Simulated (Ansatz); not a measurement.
Program: Ansatz. Geometries: PBE0-D4/def2-TZVP. ΔE: electronic, gas phase. CBS: MP2 limit from def2 TZ/QZ plus the TZ coupled-cluster correction, frozen cores. DFT in def2-TZVPP. B3LYP here is the variant with VWN-RPA as its local correlation; programs differ in this. One conformer a species, not always the lowest.

Reaction (isomerisation): `C/C(C=S)=C/N` → `C=C(C)SC=N`

| level | ΔE (kcal/mol) |
| --- | --- |
| PBE0-D4 | 11.1 |
| ωB97M-V | 7.7 |
| PBE | 11.1 |
| r2SCAN | 11.3 |
| B3LYP | 10.4 |
| CCSD/def2-TZVPP | 6.3 |
| HF/def2-QZVPP | 6.5 |
| SCS-MP2/def2-QZVPP | 7.1 |

(1) What does CCSD(T)/CBS give? (An estimate is asked.)

Largest T1 diagnostic among the species: 0.016.

Answers

(1) The calculation gave: +7.3 kcal/mol. The listed levels differ from it by 3.8, 0.4, 3.8, 4.0, 3.1, -1.0, -0.8, -0.2 kcal/mol.
